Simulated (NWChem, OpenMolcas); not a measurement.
# How basis sets differ on BNH2 (SMILES B[N])

The species is BNH2 (4 atoms), meant as a triplet with charge 0. As SMILES, `B[N]`. Geometry: relaxed at GFN2-xTB.

Each level gives the dipole moment (D). The values are calculated.

| level | kind | program | value (D) |
| --- | --- | --- | --- |
| ROHF/STO-3G | Hartree–Fock | OpenMolcas | 0.84 |
| UHF/STO-3G | Hartree–Fock | NWChem | 0.88 |
| UHF/3-21G | Hartree–Fock | NWChem | 1.22 |
| UHF/6-31G** (spherical functions) | Hartree–Fock | NWChem | 1.14 |
| UHF/def2-SVP | Hartree–Fock | NWChem | 1.10 |

The values span 0.84 to 1.22 D. Magnitudes only. Sets without polarisation functions give poor dipoles.
